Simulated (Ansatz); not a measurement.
F₃N, SMILES `FN(F)F` at its PBE0-D4/def2-TZVP geometry, where that method's forces vanish. Total charge 0; spin multiplicity 1.

```xyz
4

F    -0.5500   -0.1064   -1.0961
N     0.1358   -0.4262    0.0344
F     1.1159    0.5171    0.0505
F    -0.7017    0.0155    1.0112
```

**Question.** What forces (eV/Å) does PBE-D4/def2-TZVPP give on these atoms in Ansatz 0.2.0? (An estimate is asked.)

**Answer.** Computed: 
```
F1  -0.707  0.254 -1.206
N2   0.498 -1.559  0.126
F3   1.080  0.922  0.024
F4  -0.871  0.384  1.056
```
